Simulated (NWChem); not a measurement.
The numbers come from NWChem runs, not from measurements. System: nitrogen (N₂), charge 0, spin multiplicity 1, at a geometry optimised with B3LYP/def2-SVP. Level: MP2/def2-TZVPD, 2 core orbitals frozen.

The NWChem input:

```
start mol
memory heap 200 mb stack 800 mb global 1000 mb
geometry units angstroms nocenter noautoz
  N      0.000000     0.000000     0.550196
  N      0.000000     0.000000    -0.550196
  symmetry group D2h
end
basis spherical
  * library def2-tzvpd
end
scf
  rhf
  nopen 0
  maxiter 100
  thresh 1e-7
  semidirect memsize 60000000 filesize 0
end
mp2
  freeze core 2
end
task mp2 energy
```

Output (cleaned and shortened):

```
             Northwest Computational Chemistry Package (NWChem) 7.3.0
             --------------------------------------------------------

                                NWChem Input Module
                                -------------------

 Scaling coordinates for geometry "geometry" by  1.889725989
 (inverse scale =  0.529177249)

 Turning off AUTOSYM since
 SYMMETRY directive was detected!

                             Geometry "geometry" -> ""
                             -------------------------

 Output coordinates in angstroms (scale by  1.889725989 to convert to a.u.)

  No.       Tag          Charge          X              Y              Z
 ---- ---------------- ---------- -------------- -------------- --------------
    1 N                    7.0000     0.00000000     0.00000000     0.55019600
    2 N                    7.0000     0.00000000     0.00000000    -0.55019600

 Effective nuclear repulsion energy (a.u.)      23.5640437235

            Nuclear Dipole moment (a.u.)
            ----------------------------
        X                 Y               Z
 ---------------- ---------------- ----------------
     0.0000000000     0.0000000000     0.0000000000

      Symmetry information
      --------------------

 Group name             D2h
 Group number             26
 Group order               8
 No. of unique centers     1

      Symmetry unique atoms

     1


 Summary of "ao basis" -> "" (spherical)
 ------------------------------------------------------------------------------
       Tag                 Description            Shells   Functions and Types
 ---------------- ------------------------------  ------  ---------------------
 *                         def2-tzvpd                 on all atoms

 Summary of "ao basis" -> "ao basis" (spherical)
 ------------------------------------------------------------------------------
       Tag                 Description            Shells   Functions and Types
 ---------------- ------------------------------  ------  ---------------------
 N                         def2-tzvpd               13       37   6s3p3d1f
[...]
     1   1 0 0      0.000000      0.000000      0.000000
     1   0 1 0     -0.000000      0.000000      0.000000
     1   0 0 1      0.000000      0.000000      0.000000

     2   2 0 0     -7.725156      0.000000      0.000000
     2   1 1 0      0.000000      0.000000      0.000000
     2   1 0 1     -0.000000      0.000000      0.000000
     2   0 2 0     -7.725156      0.000000      0.000000
     2   0 1 1      0.000000      0.000000      0.000000
     2   0 0 2     -8.646557      0.000000     15.134238

                   NWChem MP2 Semi-direct Energy/Gradient Module
                   ---------------------------------------------

  Basis functions       =     74
  Molecular orbitals    =     74
  Frozen core           =      2
  Frozen virtuals       =      0
  Active alpha occupied =      5
  Active beta occupied  =      5
  Active alpha virtual  =     67
  Active beta virtual   =     67
  Use MO symmetry       = T
  Use skeleton AO sym   = T

  AO/Fock/Back tols     =   1.0D-09  1.0D-09  1.0D-09

 GA uses MA = F    GA memory limited = T

 Available:
  local mem=  1.15D+08
 global mem=  1.31D+08
 local disk=  0.00D+00
  mp2_memr nvloc                    67
  nvloc new                    67
   1 passes of   5:        4194304                      27914                   3169028.
   1 passes of   5: M    114684902           G      131061048           F     110490598.

 Semi-direct pass number   1 of   1  for RHF alpha+beta  at        1.7s
  vrange nnbf                  2774
  mp2_eaftype                    12  avail_ma_in_mb                   999
 EAF : mp2_eaftype filesize          12    1584514.
  mp2_eaf for mointskh                     12
Node 0 wrote      7.4 Mb in      0.0 s     Agg I/O rate:  1128.2 Mb/s
 Done moints_semi at        4.1s
  mp2_eaftype                    12  avail_ma_in_mb                   987
 EAF : mp2_eaftype filesize          12    1584514.
  mp2_eaf for kh                    12
 Done maket at        4.2s
 Done multipass loop at        4.2s

          -------------------------------------------
          SCF energy                -108.987867121542
          Correlation energy          -0.374345863095
          Singlet pairs               -0.230426562814
          Triplet pairs               -0.143919300282
          Total MP2 energy          -109.362212984638
          -------------------------------------------

          ---------------------------------------------------
                    Spin Component Scaled (SCS) MP2
          Same spin pairs                     -0.095946200188
          Same spin scaling factor             0.333333333333
          Opposite spin pairs                 -0.278399662908
          Opposite spin scaling fact.          1.200000000000
          SCS-MP2 correlation energy          -0.366061662218
          Total SCS-MP2 energy              -109.353928783761
          ---------------------------------------------------

 -----------------------
 Performance information
 -----------------------

 Timer overhead =  2.68D-07 seconds/call

               Nr. of calls         CPU time (s)                 Wall time (s)                GFlops
             ---------------    -------------------     ------------------------------   -------------------
Name         Min   Avg   Max    Min     Avg     Max     Min     Avg     Max   Mx/calls   Min     Max     Sum
mp2: moin     1     1     1    2.4     2.4     2.4      2.4     2.4     2.4     2.4      0.0     0.0     0.0
mp2: make     1     1     1   9.54E-2 9.54E-2 9.54E-2  9.54E-2 9.54E-2 9.54E-2 9.54E-2   0.0     0.0     0.0
mp2: tota     1     1     1    2.6     2.6     2.6      2.6     2.6     2.6     2.6      0.0     0.0     0.0

 The average no. of pstat calls per process was 3.00D+00
 with a timing overhead of 8.05D-07s

 Task  times  cpu:        4.1s     wall:        4.1s

 Total times  cpu:        4.2s     wall:        4.2s
```
